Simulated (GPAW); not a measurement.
# CH3ClSi (SMILES C[Si]Cl): optPBE-vdW/real-space grid (scalar-relativistic datasets)

We compute a structure relaxation of CH3ClSi. 

The results are computed with GPAW 26.7.0.

4 further runs of the same task are left out: 3 that didn't finish, 1 set aside as unsound or not needed.

### Step 1. Starting point

CH3ClSi has 6 atoms, charge 0, and is taken as a singlet. As SMILES, `C[Si]Cl`. Geometry: embedded from SMILES. The run starts from this shape.

Bond lengths: C1–Si2 1.867 Å, Si2–Cl3 2.094 Å, C1–H4 1.109 Å, C1–H5 1.109 Å, C1–H6 1.109 Å. Angles: C1–Si2–Cl3 109.4°, Si2–C1–H4 109.5°, Si2–C1–H5 109.5°, Si2–C1–H6 109.5°, H4–C1–H5 109.5°, H4–C1–H6 109.5°, H5–C1–H6 109.5°.

### Step 2. A geometry optimisation at optPBE-vdW/real-space grid (scalar-relativistic datasets)

run.py

```python
from ase import Atoms
from ase.io import write
from ase.optimize import QuasiNewton
from gpaw import GPAW
from rdkit import Chem
from rdkit.Chem import AllChem

rd = Chem.AddHs(Chem.MolFromSmiles('C[Si]Cl'))
AllChem.EmbedMolecule(rd, randomSeed=517)
AllChem.UFFOptimizeMolecule(rd)
system = Atoms([a.GetSymbol() for a in rd.GetAtoms()], positions=rd.GetConformer().GetPositions())
write('start.xyz', system)
system.center(vacuum=4.5)

calculator = GPAW(mode='fd',
                  h=0.2,
                  xc={'name': 'optPBE-vdW', 'backend': 'libvdwxc'},
                  maxiter=120,
                  symmetry='off',
                  txt='-')
system.calc = calculator

opt = QuasiNewton(system, trajectory='ch3clsi.traj')
converged = opt.run(fmax=0.01, steps=60)
print('Converged:', converged)
print(f'Final energy = {system.get_potential_energy():.5f} eV')
write('relaxed.xyz', system)
```

Command:

```
$ python3 -u run.py | tee run.out
```

The program printed:

```text
[...]
Number of symmetries: 1
[...]
  Number of IBZ points: 1
[...]
Spin-components: 1 (collinear spins)
Bands:           15
[...]
  Valence electrons: 18.0
[...]
  Grid points: [64 56 56]
  Charge: 0.0  # |e|
[...]
    cutoffs:
[...]
occupation numbers:
  # Zero width
[...]
xc functional:
  name: vdW-optPBE with libvdwxc
[...]
|iter     |     time |      energy | eigst |  dens |
[...]
|iter:   1| 00:00:04 |  -49.763069 | +1.01 |       |
[...]
Converged in 14 steps
[...]
dipole moment: (-0.389992, -0.095954, 0.004954)  # |e|*Ang
Fermi level: -4.475
[...]
Converged in 13 steps
[...]
Converged in 10 steps
[...]
Converged in 9 steps
[...]
Converged in 8 steps
[...]
|iter:   7| 00:10:25 |  -46.612868c| -7.77c| -5.29c|
Converged in 7 steps
[...]
Energy contributions relative to reference atoms: (reference = -21506.392248)
Energy contributions:
  Kinetic:          28.668281
  Coulomb:         -31.900224
  Zero:              0.234633
  External:          0.000000
  Xc:              -43.615559
  Entropy:           0.000000
  Spinorbit:         0.000000
  ----------------------------
  Free energy:     -46.612868
  Extrapolated:    -46.612868
dipole moment: (-0.384084, 0.028924, -0.004964)  # |e|*Ang
Fermi level: -4.722
Eigenvalues  # (at kpt = [0.000, 0.000, 0.000])
| band index |      eig [eV] | occ [0-2] |
|------------|---------------|-----------|
|          0 |       -20.506 |     2.000 |
|          1 |       -17.516 |     2.000 |
|          2 |       -11.959 |     2.000 |
|          3 |       -10.385 |     2.000 |
|          4 |       -10.313 |     2.000 |
|          5 |        -8.900 |     2.000 |
|          6 |        -8.257 |     2.000 |
|          7 |        -7.963 |     2.000 |
|          8 |        -5.873 |     2.000 |
|          9 |        -3.571 |     0.000 |
|         10 |        -1.060 |     0.000 |
|         11 |        -0.800 |     0.000 |
[...]
Gap: 2.303 eV
Transition (v -> c):
[...]
Forces  # eV/Ang
|        x |        y |        z |
|----------|----------|----------|
| -0.00047 | -0.00243 | -0.00511 |  # C    0
| -0.00105 | -0.00076 | -0.00248 |  # Si   1
| -0.00047 |  0.00359 |  0.00614 |  # Cl   2
| -0.00244 | -0.00303 |  0.00085 |  # H    3
| -0.00116 | -0.00205 | -0.00509 |  # H    4
|  0.00296 | -0.00164 | -0.00268 |  # H    5
Force computation time: 0.055  # s
BFGSLineSearch:   11[ 19] hh:mm:ss      -46.612868       0.0071
Converged: True
Final energy = -46.61287 eV
```

Run time: 10 min. Hardware: 1 thread of Arm Neoverse V1, shared host; peak memory 0.92 GiB.

Step by step:

```tsv
step	energy from the first frame kept (eV)	largest force (eV/Å)
0	0.0000	1.5697
1	-0.0651	0.8389
2	-0.0902	0.4866
3	-0.1014	0.3962
4	-0.1114	0.1778
5	-0.1238	0.1890
6	-0.1264	0.2250
7	-0.1287	0.1470
8	-0.1323	0.1187
9	-0.1331	0.0350
10	-0.1332	0.0155
11	-0.1332	0.0071
```

After the run. Bond lengths: C1–Si2 1.910 Å, Si2–Cl3 2.131 Å, C1–H4 1.102 Å, C1–H5 1.099 Å, C1–H6 1.102 Å. Angles: C1–Si2–Cl3 98.7°, Si2–C1–H4 110.5°, Si2–C1–H5 111.4°, Si2–C1–H6 110.6°, H4–C1–H5 108.7°, H4–C1–H6 106.8°, H5–C1–H6 108.8°.

### Step 3. Outcome

At optPBE-vdW/real-space grid (scalar-relativistic datasets):

| quantity | value |
| --- | --- |
| energy as printed (from the program's reference atoms) | -46.6129 eV |
| dipole moment | 1.85 D |
| HOMO energy | -5.87 eV |
| LUMO energy | -3.57 eV |
| HOMO–LUMO gap | 2.30 eV |

In words: At the final geometry: Bond lengths: C1–Si2 1.910 Å, Si2–Cl3 2.131 Å, C1–H4 1.102 Å, C1–H5 1.099 Å, C1–H6 1.102 Å. Angles: C1–Si2–Cl3 98.7°, Si2–C1–H4 110.5°, Si2–C1–H5 111.4°, Si2–C1–H6 110.6°, H4–C1–H5 108.7°, H4–C1–H6 106.8°, H5–C1–H6 108.8°. The optimisation took 11 steps and changed the energy by -0.133 eV.
